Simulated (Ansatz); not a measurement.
**BSiHO (singlet): density functionals in cc-pVTZ**

Aim: run BSiHO (singlet) with a set of functionals in one basis and compare levels, spin and time.

Computed with Ansatz 0.2.0, Gaussian basis. Level: cc-pVTZ, all electrons in the functionals, frozen cores in the correlation of double hybrids and RPA.

The runs, in order: PBE, r2SCAN, PBE0, B3LYP, wB97M-V, HSE06, B2PLYP, RKS PBE0, RPA-PBE.

## (1) The system

The geometry is a PBE0/def2-TZVP stationary point (not a proven minimum).

4 atoms, charge 0, spin multiplicity 1.

Atoms are counted from 1 here; the program's logs count them from 0.

Bond lengths: O1–B2 1.205 Å, B2–Si3 2.031 Å, Si3–H4 1.522 Å. Angles: O1–B2–Si3 175.7°, B2–Si3–H4 89.5°.

Coordinates:

```tsv
atom	x (Å)	y (Å)	z (Å)
O1	0.0000	0.0231	1.9166
B2	0.0000	0.0406	0.7114
Si3	0.0000	-0.0805	-1.3157
H4	0.0000	1.4394	-1.3921
```

No dispersion term is added; wB97M-V holds VV10 nonlocal correlation. B3LYP takes the VWN-RPA correlation. HSE06 is the plane-wave form.

## (2) PBE (unrestricted)

in.yaml reads:

```yaml
crystal:
  periodic: [false, false, false]
  atoms:
    - {symbol: O, position_ang: [0.000000, 0.023096, 1.916557]}
    - {symbol: B, position_ang: [0.000000, 0.040635, 0.711413]}
    - {symbol: Si, position_ang: [0.000000, -0.080455, -1.315687]}
    - {symbol: H, position_ang: [0.000000, 1.439380, -1.392054]}
basis:
  gaussian: {orbitals: cc-pVTZ}
magnetization: {spin_polarized: true, initial_magnetization: 0}
hamiltonian: {xc: {name: PBE}}
output: {orbitals: {seedname: orbitals}}
```

Launch:

```console
ansatz run in.yaml --threads 1 --pin off --events-out ev --progress --plain --max-ram 4096MiB --backend cpu
```

What it wrote:

```text
Functional definition: PBE
  name "PBE"
  cite "Perdew, Burke & Ernzerhof, Phys. Rev. Lett. 77, 3865 (1996) doi:10.1103/PhysRevLett.77.3865"
  parent pbe
  parameter kappa = 0.804
  parameter beta = 0.06672455060314922
  exchange = pbe_x(kappa = kappa, mu = beta*pi^2/3)
  correlation = pbe_c(beta = beta)
714 factors; their error is unknown
mean field evaluation 1: about -10603.3135 eV, gradient 4.4e1 eV
mean field evaluation 2: about -10446.4223 eV, gradient 1.4e2 eV
mean field evaluation 4: about -10609.9152 eV, gradient 8.6e0 eV
mean field evaluation 8: about -10610.3212 eV, gradient 2.0e-1 eV
mean field evaluation 16: about -10610.2904 eV, gradient 6.5e-5 eV
mean field evaluation 32: about -10610.2904 eV, gradient 9.4e-7 eV
mean field -10610.29035212 eV, -389.9209785271 hartree, gradient 9.4e-7 eV, S^2 0.000000; 1 other end points of the search recorded, 0 dependent functions left out
reference -10610.29038402 eV, -389.9209796996 hartree; 14, 14 occupied and 94, 94 virtual orbitals, 714 factors
Total energy: -10610.29038402 eV, -389.9209796996 hartree
```

Run time: 4 s. Hardware: 1 thread of AMD EPYC 7R13, shared host.

From the report: ⟨S²⟩ of the determinant 0.000 (pure singlet: 0.00).

## (3) r2SCAN (unrestricted)

in.yaml, as its differences from that of step 2:

```diff
@@ -10,3 +10,2 @@
 magnetization: {spin_polarized: true, initial_magnetization: 0}
-hamiltonian: {xc: {name: PBE}}
-output: {orbitals: {seedname: orbitals}}
+hamiltonian: {xc: {name: r2SCAN}}
```

Same command.

What it wrote:

```text
Functional definition: r2SCAN
  name "r2SCAN"
  cite "Furness, Kaplan, Ning, Perdew & Sun, J. Phys. Chem. Lett. 11, 8208 (2020) doi:10.1021/acs.jpclett.0c02405"
  cite "Furness, Kaplan, Ning, Perdew & Sun, J. Phys. Chem. Lett. 11, 9248 (2020) doi:10.1021/acs.jpclett.0c03077"
  parent r2scan
  parameter k0 = 0.174
  parameter k1 = 0.065
  parameter a1 = 4.9479
  exchange = r2scan_x(k0 = k0, k1 = k1, a1 = a1)
  correlation = r2scan_c
714 factors; their error is unknown
mean field evaluation 1: about -10609.0554 eV, gradient 4.1e1 eV
mean field evaluation 2: about -10468.3950 eV, gradient 1.4e2 eV
mean field evaluation 4: about -10615.0446 eV, gradient 6.3e0 eV
mean field evaluation 8: about -10615.2108 eV, gradient 1.5e-1 eV
mean field evaluation 16: about -10615.2109 eV, gradient 7.0e-6 eV
mean field evaluation 32: about -10615.2404 eV, gradient 8.5e-2 eV
mean field -10615.22795999 eV, -390.1024322696 hartree, gradient 1.5e-5 eV, S^2 0.212817; 4 other end points of the search recorded, 0 dependent functions left out
reference -10615.22797191 eV, -390.1024327076 hartree; 14, 14 occupied and 94, 94 virtual orbitals, 714 factors
Total energy: -10615.22797191 eV, -390.1024327076 hartree
```

Wall time 12 s (1 thread of AMD EPYC 7R13, shared host); peak memory 0.25 GiB.

From the report: ⟨S²⟩ of the determinant 0.213 (pure singlet: 0.00).

## (4) PBE0 (unrestricted)

in.yaml, as its differences from that of step 3:

```diff
@@ -10,2 +10,3 @@
 magnetization: {spin_polarized: true, initial_magnetization: 0}
-hamiltonian: {xc: {name: r2SCAN}}
+hamiltonian: {xc: {name: PBE0}}
+output: {orbitals: {seedname: orbitals}}
```

Launched as before.

What it wrote:

```text
Functional definition: PBE0
  name "PBE0"
  cite "Adamo & Barone, J. Chem. Phys. 110, 6158 (1999) doi:10.1063/1.478522"
  cite "Perdew, Burke & Ernzerhof, Phys. Rev. Lett. 77, 3865 (1996) doi:10.1103/PhysRevLett.77.3865"
  parent pbe
  parameter a = 0.25
  parameter kappa = 0.804
  parameter beta = 0.06672455060314922
  exchange = (1 - a)*pbe_x(kappa = kappa, mu = beta*pi^2/3) + a*exact_x
  correlation = pbe_c(beta = beta)
723 factors; their error is unknown
mean field evaluation 1: about -10605.1148 eV, gradient 3.9e1 eV
mean field evaluation 2: about -10496.5025 eV, gradient 1.3e2 eV
mean field evaluation 4: about -10610.8684 eV, gradient 2.8e0 eV
mean field evaluation 8: about -10610.9421 eV, gradient 1.2e-1 eV
mean field evaluation 16: about -10610.9421 eV, gradient 5.1e-5 eV
mean field -10610.94209548 eV, -389.9449296539 hartree, gradient 4.9e-6 eV, S^2 0.000000; 1 other end points of the search recorded, 0 dependent functions left out
reference -10610.94211954 eV, -389.9449305380 hartree; 14, 14 occupied and 94, 94 virtual orbitals, 723 factors
Total energy: -10610.94211954 eV, -389.9449305380 hartree
```

Wall time 4.6 s (1 thread of AMD EPYC 7R13, shared host); peak memory 0.28 GiB.

From the report: ⟨S²⟩ of the determinant 0.000 (pure singlet: 0.00).

## (5) B3LYP (unrestricted)

in.yaml, as its differences from that of step 4:

```diff
@@ -10,3 +10,2 @@
 magnetization: {spin_polarized: true, initial_magnetization: 0}
-hamiltonian: {xc: {name: PBE0}}
-output: {orbitals: {seedname: orbitals}}
+hamiltonian: {xc: {name: B3LYP}}
```

Same command.

What it wrote, cut to the lines that bear on the results:

```text
Functional definition: B3LYP
  name "B3LYP"
  cite "Stephens, Devlin, Chabalowski & Frisch, J. Phys. Chem. 98, 11623 (1994) doi:10.1021/j100096a001"
  cite "Becke, Phys. Rev. A 38, 3098 (1988) doi:10.1103/PhysRevA.38.3098"
  cite "Lee, Yang & Parr, Phys. Rev. B 37, 785 (1988) doi:10.1103/PhysRevB.37.785"
  cite "Vosko, Wilk & Nusair, Can. J. Phys. 58, 1200 (1980) doi:10.1139/p80-159"
[...]
723 factors; their error is unknown
[...]
mean field -10618.28980377 eV, -390.2149529533 hartree, gradient 4.2e-6 eV, S^2 0.000000; 1 other end points of the search recorded, 0 dependent functions left out
reference -10618.29000918 eV, -390.2149605019 hartree; 14, 14 occupied and 94, 94 virtual orbitals, 723 factors
Total energy: -10618.29000918 eV, -390.2149605019 hartree
```

Wall time 4.8 s (1 thread of AMD EPYC 7R13, shared host); peak memory 0.28 GiB.

From the report: ⟨S²⟩ of the determinant 0.000 (pure singlet: 0.00).

## (6) wB97M-V (unrestricted)

in.yaml, as its differences from that of step 5:

```diff
@@ -10,2 +10,3 @@
 magnetization: {spin_polarized: true, initial_magnetization: 0}
-hamiltonian: {xc: {name: B3LYP}}
+hamiltonian: {xc: {name: wB97M-V}}
+output: {orbitals: {seedname: orbitals}}
```

The command is unchanged.

What it wrote, cut to the lines that bear on the results:

```text
Functional definition: wB97M-V
  name "wB97M-V"
  cite "Mardirossian & Head-Gordon, J. Chem. Phys. 144, 214110 (2016) doi:10.1063/1.4952647"
  cite "Becke, J. Chem. Phys. 107, 8554 (1997) doi:10.1063/1.475007"
  cite "Vydrov & Van Voorhis, J. Chem. Phys. 133, 244103 (2010) doi:10.1063/1.3521275"
  # Of w^i u^j: cxij and so on, Table III.
[...]
  gx(w, u) = 1 - cx + cx01*u + cx10*w
  gss(w, u) = css00 + css04*u^4 + css10*w + css20*w^2 + css43*w^4*u^3
  gos(w, u) = cos00 + cos10*w + (cos20 + cos21*u)*w^2 + (cos60 + cos61*u)*w^6
[...]
      + integral(e_c_pw_mod_opposite_spin*gos(b97_w_opposite, b97_u_opposite)) + vv10(b, c)
723 factors; their error is unknown
139 factors; integrals over basis functions are off by at most 6.3e-5 eV
[...]
mean field -10616.30788498 eV, -390.1421187810 hartree, gradient 2.9e-5 eV, S^2 0.000000; 1 other end points of the search recorded, 0 dependent functions left out
reference -10616.30792375 eV, -390.1421202057 hartree; 14, 14 occupied and 94, 94 virtual orbitals, 723 factors
Total energy: -10616.30792375 eV, -390.1421202057 hartree
```

It took 7.5 s on 1 thread of AMD EPYC 7R13, shared host; peak memory 0.31 GiB.

From the report: ⟨S²⟩ of the determinant 0.000 (pure singlet: 0.00).

## (7) HSE06 (unrestricted)

in.yaml, as its differences from that of step 6:

```diff
@@ -10,3 +10,2 @@
 magnetization: {spin_polarized: true, initial_magnetization: 0}
-hamiltonian: {xc: {name: wB97M-V}}
-output: {orbitals: {seedname: orbitals}}
+hamiltonian: {xc: {name: HSE06}}
```

Launched as before.

What it wrote, cut to the lines that bear on the results:

```text
Functional definition: HSE06
  name "HSE06"
  cite "Heyd, Scuseria & Ernzerhof, J. Chem. Phys. 118, 8207 (2003) doi:10.1063/1.1564060"
  cite "Krukau, Vydrov, Izmaylov & Scuseria, J. Chem. Phys. 125, 224106 (2006) doi:10.1063/1.2404663"
  cite "Heyd & Scuseria, J. Chem. Phys. 120, 7274 (2004) doi:10.1063/1.1668634"
  cite "Ernzerhof & Perdew, J. Chem. Phys. 109, 3313 (1998) doi:10.1063/1.476928"
  cite "Perdew, Burke & Ernzerhof, Phys. Rev. Lett. 77, 3865 (1996) doi:10.1103/PhysRevLett.77.3865"
  parent pbe
[...]
  # The whole range is PBE's own exchange, as in plane waves. The composition of these papers is wPBEh.
[...]
723 factors; their error is unknown
53 factors; integrals over basis functions are off by at most 4.9e-6 eV
[...]
mean field -10610.63311720 eV, -389.9335749118 hartree, gradient 5.7e-6 eV, S^2 0.000000; 1 other end points of the search recorded, 0 dependent functions left out
reference -10610.63314925 eV, -389.9335760895 hartree; 14, 14 occupied and 94, 94 virtual orbitals, 723 factors
Total energy: -10610.63314925 eV, -389.9335760895 hartree
```

It took 4.9 s on 1 thread of AMD EPYC 7R13, shared host; peak memory 0.29 GiB.

From the report: ⟨S²⟩ of the determinant 0.000 (pure singlet: 0.00).

## (8) B2PLYP (unrestricted)

in.yaml, as its differences from that of step 7:

```diff
@@ -10,2 +10,3 @@
 magnetization: {spin_polarized: true, initial_magnetization: 0}
-hamiltonian: {xc: {name: HSE06}}
+hamiltonian: {xc: {name: B2PLYP}}
+correlation: {electrons: outside_noble_gas}
```

Launched as before.

What it wrote, cut to the lines that bear on the results:

```text
Functional definition: B2PLYP
  name "B2PLYP"
  cite "Grimme, J. Chem. Phys. 124, 034108 (2006) doi:10.1063/1.2148954"
  cite "Becke, Phys. Rev. A 38, 3098 (1988) doi:10.1103/PhysRevA.38.3098"
  cite "Lee, Yang & Parr, Phys. Rev. B 37, 785 (1988) doi:10.1103/PhysRevB.37.785"
[...]
653 factors; integrals over basis functions are off by at most 1.5e-3 eV
[...]
mean field -10608.64071491 eV, -389.8603554781 hartree, gradient 4.1e-6 eV, S^2 0.052666; 6 other end points of the search recorded, 0 dependent functions left out
7 core orbitals not correlated: weight in the atoms' cores, before any rotation towards them, 1.000 or more for the frozen orbitals, at most 0.000 for the correlated occupied ones
reference -10608.64084510 eV, -389.8603602626 hartree; 7, 7 occupied and 94, 94 virtual orbitals, 653 factors
second order -14.15301464 eV of doubles, -0.00000000 eV of singles
Total energy: -10612.46215906 eV, -390.0007909601 hartree
```

It took 14 s on 1 thread of AMD EPYC 7R13, shared host; peak memory 0.27 GiB.

From the report: ⟨S²⟩ of the determinant 0.053 (pure singlet: 0.00).

## (9) PBE0 (restricted)

in.yaml, as its differences from that of step 8:

```diff
@@ -9,4 +9,2 @@
   gaussian: {orbitals: cc-pVTZ}
-magnetization: {spin_polarized: true, initial_magnetization: 0}
-hamiltonian: {xc: {name: B2PLYP}}
-correlation: {electrons: outside_noble_gas}
+hamiltonian: {xc: {name: PBE0}}
```

The command is unchanged.

What it wrote:

```text
Functional definition: PBE0
  name "PBE0"
  cite "Adamo & Barone, J. Chem. Phys. 110, 6158 (1999) doi:10.1063/1.478522"
  cite "Perdew, Burke & Ernzerhof, Phys. Rev. Lett. 77, 3865 (1996) doi:10.1103/PhysRevLett.77.3865"
  parent pbe
  parameter a = 0.25
  parameter kappa = 0.804
  parameter beta = 0.06672455060314922
  exchange = (1 - a)*pbe_x(kappa = kappa, mu = beta*pi^2/3) + a*exact_x
  correlation = pbe_c(beta = beta)
723 factors; their error is unknown
mean field evaluation 1: about -10605.1148 eV, gradient 5.6e1 eV
mean field evaluation 2: about -10496.5025 eV, gradient 1.8e2 eV
mean field evaluation 4: about -10610.8684 eV, gradient 3.9e0 eV
mean field evaluation 8: about -10610.9421 eV, gradient 1.7e-1 eV
mean field evaluation 16: about -10610.9421 eV, gradient 4.8e-5 eV
mean field -10610.94209564 eV, -389.9449296598 hartree, gradient 4.8e-5 eV, S^2 0.000000; 0 other end points of the search recorded, 0 dependent functions left out
reference -10610.94211970 eV, -389.9449305439 hartree; 14, 14 occupied and 94, 94 virtual orbitals, 723 factors
Total energy: -10610.94211970 eV, -389.9449305439 hartree
```

It took 1.2 s on 1 thread of AMD EPYC 7R13, shared host.

## (10) RPA-PBE

in.yaml, as its differences from that of step 9:

```diff
@@ -9,2 +9,4 @@
   gaussian: {orbitals: cc-pVTZ}
-hamiltonian: {xc: {name: PBE0}}
+magnetization: {spin_polarized: true, initial_magnetization: 0}
+hamiltonian: {xc: {name: PBE}}
+correlation: {method: rpa, electrons: outside_noble_gas}
```

The command is unchanged.

What it wrote, cut to the lines that bear on the results:

```text
Functional definition: PBE
  name "PBE"
  cite "Perdew, Burke & Ernzerhof, Phys. Rev. Lett. 77, 3865 (1996) doi:10.1103/PhysRevLett.77.3865"
  parent pbe
[...]
653 factors; integrals over basis functions are off by at most 1.5e-3 eV
[...]
mean field -10610.29034145 eV, -389.9209781351 hartree, gradient 2.8e-6 eV, S^2 0.000000; 2 other end points of the search recorded, 0 dependent functions left out
7 core orbitals not correlated: weight in the atoms' cores, before any rotation towards them, 1.000 or more for the frozen orbitals, at most 0.000 for the correlated occupied ones
reference -10586.75557456 eV, -389.0560914043 hartree; 7, 7 occupied and 94, 94 virtual orbitals, 653 factors
Total energy: -10605.68668733 eV, -389.7517969669 hartree
```

It took 4.5 s on 1 thread of AMD EPYC 7R13, shared host.

From the report: ⟨S²⟩ of the determinant 0.000 (pure singlet: 0.00).

## (11) Side by side

```tsv
functional	energy (eV)	⟨S²⟩	time
PBE	-10610.2904	0.000	4 s
r2SCAN	-10615.2280	0.213	12 s
PBE0	-10610.9421	0.000	4.6 s
B3LYP	-10618.2900	0.000	4.8 s
wB97M-V	-10616.3079	0.000	7.5 s
HSE06	-10610.6331	0.000	4.9 s
B2PLYP	-10612.4622	0.053	14 s
RKS PBE0	-10610.9421	0.000	1.2 s
RPA-PBE	-10605.6867	0.000	4.5 s
```

Orbital levels of the runs that wrote orbitals: PBE HOMO -6.64, LUMO -4.97 eV; PBE0 HOMO -7.74, LUMO -4.14 eV; wB97M-V HOMO -9.82, LUMO -2.07 eV.

## (12) Outcome

```
                quantity                        value
spread of total energies                      12.6 eV
       quickest, slowest  RKS PBE0 1.2 s, B2PLYP 14 s
```

What this shows: Total energies of different functionals can't be ranked; only differences within one functional count.
